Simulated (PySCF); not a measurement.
**Working with the constants of AlS⁺**

UHF-CCSD(T) constants of AlS⁺, ³Π (triplet), unpaired electrons σ ↑, π ↑ (basis Al 6-311G(d,p), S 6-311G(d,p); no relativity; PySCF 2.14; masses 26.9815 and 31.9721 u):

- ωe: 436.5 cm⁻¹
- ωexe: 6.77 cm⁻¹
- Be: 0.2392 cm⁻¹
- αe: 0.00294 cm⁻¹
- D (centrifugal): 2.87e-07 cm⁻¹
- De to Al⁺ + S: 0.56 eV

(1) Give the vibrational terms G(v) and spacings up to v = 3.

(2) How well does the Morse estimate ωe²/(4ωexe) reproduce De, and what is D0?

Correlated steps freeze 10 core orbitals. For an ion De counts to the pair picked by the measured ionisation energies or electron affinities, which need not be the lowest pair at this level. The state is the lowest determinant that a PBE0 search found; another state may lie lower at other levels.

## Answers

(1) G(v) = ωe(v+½) − ωexe(v+½)².

```
v  G(v) (cm⁻¹)  G(v) − G(v−1)  Bv (cm⁻¹)
0          217                    0.2377
1          640            423     0.2348
2         1049            409     0.2319
3         1445            396     0.2289
```

(2) It gives 0.87 eV, 156 % of the computed De. D0 = De − G(0) = 0.56 − 0.03 = 0.53 eV.
